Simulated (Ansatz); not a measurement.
System: H₃O₂, charge 1, singlet. H3O2+ (SMILES O[OH2+]).
B3LYP-D3(BJ)/def2-TZVP minimum from Ansatz (a first-principles code):
```
O
H 1 0.9882
H 1 0.9882 2 110.68
O 1 1.4533 2 105.72 3 -114.02
H 4 0.9836 1 100.29 2 -121.30
```
Charge +1, spin multiplicity 1.

Hartree-Fock and MP2 correlation energies in hartree (Ansatz). Open shells are spin-unrestricted; no spin-orbit coupling. Correlated methods leave the cores frozen. No relativity.

| basis | X | E(HF) | E(corr, MP2) |
|---|---|---|---|
| cc-pVTZ | 3 | -151.10994 | -0.48894 |
| cc-pVQZ | 4 | -151.12160 | -0.52577 |
| cc-pV5Z | 5 | -151.12457 | withheld |

Fit E(corr) = E∞ + A/X³ to X = 3 and 4, predict X = 5, and compare with the run.

A = (-0.48894 - (-0.52577))/(1/27 - 1/64) = 1.7201; E∞ = -0.52577 - A/64 = -0.55265; at X = 5, E∞ + A/125 = -0.53889. The run gave -0.54072, 1.83 mEh below the prediction. The same form on X = 4 and 5 gives E∞ = -0.55641, 3.76 mEh below the first estimate.
